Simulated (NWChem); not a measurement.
A series in which one site is exchanged, each optimised at PBE0/def2-SVP with NWChem, gas phase unless a solvent is named. Some are not confirmed as minima by frequencies. def2 effective core potentials on Te; no spin-orbit coupling.

A: O[TeH] (H₂TeO; site = Te)
B: [OH][ZnH] (ZnH$_{2}$O; site = Zn)
C: OO (H$_{2}$O$_{2}$; site = O)
D: [MgH][OH] (MgH2O; site = Mg)

```json
[
 {"quantity": "dipole (D), PBE0/def2-SVP", "A": "1.73", "B": "1.56", "C": "…", "D": "0.79"},
 {"quantity": "orbital gap (eV), PBE0/def2-SVP", "A": "4.70", "B": "7.75", "C": "…", "D": "7.32"},
 {"quantity": "static polarisability, PBE0/def2-SVPD (bohr³)", "A": "47.0", "B": "29.9", "C": "…", "D": "32.2"},
 {"quantity": "lowest singlet excitation, PBE0/def2-SVPD, TDA (eV)", "A": "3.06", "B": "6.18", "C": "…", "D": "5.96"}
]
```

**Question.** Some entries are withheld; supply them.

**Answer.** 
- dipole (D), PBE0/def2-SVP, C: 1.80
- orbital gap (eV), PBE0/def2-SVP, C: 9.10
- static polarisability, PBE0/def2-SVPD (bohr³), C: 14.5
- lowest singlet excitation, PBE0/def2-SVPD, TDA (eV), C: 6.37
